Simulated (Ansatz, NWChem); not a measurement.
**Worked example: vertical ionisation energy of SiF2 (SMILES F[Si]F)**

The species is SiF2 (3 atoms), meant as a singlet with charge 0. As SMILES, `F[Si]F`. Geometry: relaxed at GFN2-xTB.

```csv
atom,x (Å),y (Å),z (Å)
Si,0.0042,-0.0077,-0.7448
F,1.1659,-0.0173,0.3806
F,-1.1702,0.0250,0.3642
```

Both states at this one shape; open shells run unrestricted unless said. 1 Eh = 27.2114 eV.

| level | program | singlet SiF2 (Eh) | doublet [SiF2]+ (Eh) |
| --- | --- | --- | --- |
| revPBE/STO-3G | Ansatz | -482.813534 | -482.559746 |
| BLYP-D2/jun-cc-pV(D+d)Z (density fitting with weigend coulomb fitting) | NWChem | -489.279039 | -488.865830 |
| wB97M-V/STO-3G | Ansatz | -482.970286 | -482.704568 |
| FCI/STO-3G, 7 core orbitals frozen | Ansatz | -481.778707 | -481.553657 |

Work out the vertical ionisation energy at each level.


1. revPBE/STO-3G: -482.559746 − (-482.813534) = 0.253788 Eh = 6.91 eV.
2. BLYP-D2/jun-cc-pV(D+d)Z (density fitting with weigend coulomb fitting): -488.865830 − (-489.279039) = 0.413209 Eh = 11.24 eV.
3. wB97M-V/STO-3G: -482.704568 − (-482.970286) = 0.265718 Eh = 7.23 eV.
4. FCI/STO-3G: -481.553657 − (-481.778707) = 0.225050 Eh = 6.12 eV.

No measured value is set beside it here; the levels span 6.12 to 11.24 eV. Minimal sets are far from the basis-set limit.
